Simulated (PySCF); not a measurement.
## How well do the runs reproduce experiment for C3H3NO?

**The experiment to reproduce.**

From NIST CCCBDB Release 22 (SRD 101), experimental dipoles, for the gas: dipole moment 1.503 D.

The results are set against them at the end.

Species: C₃H₃NO.
Numbering: `[cH:1]1[cH:2][o:3][cH:4][n:5]1` (hydrogens: H6 on C1; H7 on C2; H8 on C4)

Geometry (PBE0-D3(BJ)/def2-SVP, Å), atoms numbered from 1 in this order:
```
atom  x, y, z in Å
C1    -0.8622   -0.5381    0.2463
C2    -0.7007    0.7369   -0.1963
O3     0.6257    0.9413   -0.3784
C4     1.2031   -0.2221   -0.0364
N5     0.3762   -1.1368    0.3420
H6    -1.7819   -1.0615    0.5007
H7    -1.3665    1.5656   -0.4179
H8     2.2880   -0.2767   -0.1111
```

Runs made with PySCF (gas phase, on this PBE0-D3(BJ)/def2-SVP geometry; no spin–orbit coupling):

| level | job | basis functions | wall time |
| --- | --- | --- | --- |
| PBE0-D3(BJ)/def2-SVP, grid level 1 | geometry optimisation from a GFN2-xTB start | 85 | 15 s |

Hardware: an Arm Neoverse N1 with one thread, on a shared host.

**Comparison with experiment**

**Dipole moment.** Measured: 1.503 D (NIST CCCBDB Release 22 (SRD 101), experimental dipoles).

```
               level  computed (D)  computed − measured (D)  % (from the printed values)
PBE0-D3(BJ)/def2-SVP         1.563                   +0.060                           +4
```

The computed dipoles belong to one fixed geometry; measured ones are averaged over vibrations unless marked μe. Magnitudes are compared, not signs.

The geometry is computed, not the measured one. Where a level misses, the cause wasn't examined.
